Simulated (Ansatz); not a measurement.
## Worked example: a bond strength in CH5OSi (SMILES [CH2][SiH2]O)

The species is CH5OSi (8 atoms), meant as a doublet with charge 0. SMILES: `[CH2][SiH2]O`. The shape was relaxed beforehand at wB97X-V/def2-SVP. This is one conformer, not always the lowest.

```xyz
8

C    -0.8652    0.5231   -0.7987
Si    0.6613   -0.0029    0.1137
O     0.2971   -0.7322    1.5727
H    -0.9883    0.4055   -1.8831
H    -1.7079    1.0175   -0.2969
H     1.5027    1.1693    0.4826
H     1.4417   -0.9128   -0.7814
H    -0.2491   -1.5245    1.5350
```

Wanted: the dissociation energy of the H4–C1 bond into doublet H and singlet CH4OSi (shapes relaxed at wB97X-V/def2-SVP, no zero-point term). 1 Eh = 2625.50 kJ/mol = 27.2114 eV. Totals in Eh; open shells run unrestricted unless said.

```tsv
level	program	CH5OSi	doublet H	singlet CH4OSi
UHF/def2-TZVP	Ansatz	-404.642607	-0.499810	-403.953268
UPBE/def2-TZVP	Ansatz	-405.576358	-0.499616	-404.873684
U-wB97M-V/def2-TZVP	Ansatz	-405.795578	-0.494111	-405.100152
```

**Question.** Work out the dissociation energy at each level.

**Answer.** 
1. UHF/def2-TZVP: (-0.499810) + (-403.953268) − (-404.642607) = 0.189529 Eh = 497.6 kJ/mol = 5.16 eV.
2. UPBE/def2-TZVP: (-0.499616) + (-404.873684) − (-405.576358) = 0.203058 Eh = 533.1 kJ/mol = 5.53 eV.
3. U-wB97M-V/def2-TZVP: (-0.494111) + (-405.100152) − (-405.795578) = 0.201315 Eh = 528.6 kJ/mol = 5.48 eV.

The levels span 498 to 533 kJ/mol; no measured value is set beside them. Hartree–Fock lacks the correlation of the bonding electrons, so it comes out low. A fragment with an even electron count was run as a singlet and may have a lower triplet. A bond enthalpy at 298 K also holds the loss of zero-point energy and thermal terms.
